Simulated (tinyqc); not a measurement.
Ways to converge the cycle: SCF convergence aids in the sto-3g basis, for H2F+, spin multiplicity 1. Computed by the program tinyqc with PySCF. RHF with one setting changed at a time; a run stops when the energy changes by less than 1e-09 hartree and the error matrix is below 1e-5. The start is the core Hamiltonian. Damping d keeps d of the old density; a shift (hartree) raises the virtual levels; DIIS n extrapolates F over n matrices.

Geometry (angstrom):
```
atom       x        y       z
F     0.0000   0.0000  0.0000
H     0.0000   0.8660  0.6110
H     0.0000  -0.8660  0.6110
```

lowest restricted solution found by these runs and by PySCF = -98.850173 hartree

Largest element of the error matrix X^T (FDS - SDF) X:
```
iteration    plain  damping 0.3  damping 0.6  shift 0.4   DIIS 3   DIIS 8
1          5.3e-01      5.3e-01      5.3e-01    5.3e-01  5.3e-01  5.3e-01
2          4.0e-02      2.0e-01      3.7e-01    2.9e-01  4.0e-02  4.0e-02
3          1.3e-02      6.8e-02      2.4e-01    6.2e-02  1.3e-02  1.3e-02
4          3.4e-03      2.7e-02      1.5e-01    1.0e-02  3.1e-03  3.1e-03
5          1.4e-03      1.1e-02      9.5e-02    3.2e-03  9.0e-04  1.0e-03
6          6.7e-04      4.6e-03      5.8e-02    1.5e-03  2.0e-04  1.8e-04
8          1.4e-04      1.0e-03      2.3e-02    4.6e-04  4.6e-06  2.5e-09
10         3.0e-05      3.6e-04      9.7e-03    1.7e-04        -        -
14               -      5.7e-05      1.9e-03    2.4e-05        -        -
20               -      3.3e-06      2.2e-04          -        -        -
30               -            -      2.1e-05          -        -        -
```

How each run ends:
```
run          iterations  E (hartree)         state
plain                12    -98.85017  lowest found
damping 0.3          20    -98.85017  lowest found
damping 0.6          42    -98.85017  lowest found
shift 0.4            16    -98.85017  lowest found
DIIS 3                8    -98.85017  lowest found
DIIS 8                8    -98.85017  lowest found
```

What does the comparison show, and why?

6 of 6 runs reach the lowest restricted solution found, in 8 to 42 iterations (fastest: DIIS 3, DIIS 8). Plain steps already contract here, so damping only slows them. DIIS 3 and DIIS 8 gain by cancelling the error over several earlier matrices, much as a quasi-Newton step does.
